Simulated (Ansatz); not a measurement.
Task: a composite energy at a relaxed geometry of CSi (charge +1), with the Ansatz DFT code, driven from Python. Give the script and its output. Level of theory (for the species named): B3LYP, def2-SVP basis, multiplicity 4.

```yaml
atoms:
  - { symbol: Si, position_ang: [0.0000, 0.0000, 0.0000] }
  - { symbol: C, position_ang: [0.0000, 0.0000, 1.9250] }
```

`composite_csi.py`:
```python
"""Relax CSi(+) cheaply, then refine its energy."""

import itertools

import ansatz as az
from ase.data import atomic_numbers, covalent_radii
import numpy as np

GEOMETRY = """
Si    0.00000    0.00000    0.00000
C     0.00000    0.00000    1.92500
"""

system = az.Crystal.molecule()
for line in GEOMETRY.strip().splitlines():
    symbol, *xyz = line.split()
    system = system.atom(symbol, [float(v) for v in xyz])

model = system.calculation()
model = model.basis(gaussian="def2-SVP")
model = model.functional("b3lyp")
model = model.charge(1)
model = model.spin("collinear", total=3)
symbols = [site.symbol for site in system.cartesian_sites]
start = np.array([site.position_ang for site in system.cartesian_sites], dtype=float)
report = model.relax(force_tolerance=0.01).run(threads=1, backend="cpu").report
end = np.array(report["positions_ang"])
# pairs closer than 1.2 times the sum of covalent radii, before or after
radius = [covalent_radii[atomic_numbers[s]] for s in symbols]
span = lambda where, i, j: np.linalg.norm(where[i] - where[j])
bonded = [(i, j) for i, j in itertools.combinations(range(len(symbols)), 2) if min(span(start, i, j), span(end, i, j)) < 1.2 * (radius[i] + radius[j])]
print("pair        before    after (A)")
for i, j in bonded:
    print(f"{symbols[i]}{i}-{symbols[j]}{j}".ljust(10), f"{span(start, i, j):8.4f} {span(end, i, j):8.4f}")

minimum = az.Crystal.molecule()
for symbol, place in zip(symbols, end):
    minimum = minimum.atom(symbol, place.tolist())
at_minimum = minimum.calculation().charge(1).spin("collinear", total=3)
# MP2 extrapolated to the basis limit, plus the small-basis difference CCSD(T) - MP2
level = lambda method, basis: at_minimum.basis(gaussian=basis).correlation(method).run(threads=1, backend="cpu").report
small, large, cluster = level("mp2", "cc-pVDZ"), level("mp2", "cc-pVTZ"), level("ccsd_t", "cc-pVDZ")
corr = lambda each: (each["free_energy_ev"] - each["reference_energy_ev"]) / 27.211386246
mp2_limit = (27 * corr(large) - 8 * corr(small)) / 19
pieces = {"HF / cc-pVTZ": large["reference_energy_ev"] / 27.211386246, "MP2 correlation, DZ-TZ limit": mp2_limit, "CCSD(T) - MP2 / cc-pVDZ": corr(cluster) - corr(small)}
for name, value in pieces.items():
    print(f"{name:32s} {value:14.6f} Ha")
print(f"{'sum':32s} {sum(pieces.values()):14.6f} Ha")
print("T1 diagnostic", round(cluster["correlation"]["coupled_cluster"]["t1_diagnostic"], 4))
```

```console
$ python composite_csi.py
pair        before    after (A)
Si0-C1       1.9250   1.8342
HF / cc-pVTZ                        -326.364251 Ha
MP2 correlation, DZ-TZ limit          -0.147607 Ha
CCSD(T) - MP2 / cc-pVDZ               -0.041197 Ha
sum                                 -326.553055 Ha
T1 diagnostic 0.0524
```

Notes:
- Total energies depend on the basis set; only differences at equal settings carry meaning.
- The sum leaves out core correlation, relativity, the Hartree-Fock basis error and zero-point energy; a DZ-TZ extrapolation is rough.
- The species is open-shell (spin multiplicity 4).
- b3lyp holds the VWN-RPA fit, as in Gaussian; the form of ORCA and Turbomole is b3lyp5.
- Inner cores stay frozen, so this is valence correlation.
- For Al to Cl the sets with a tight d function, cc-pV(X+d)Z, are usual.
- The spin state was assumed, and another may lie lower.
- An extrapolation from small basis sets is rough.
- It ran for 4.6 s on 1 thread of Arm Neoverse V2, with other jobs on the host, peak memory 0.17 GiB.
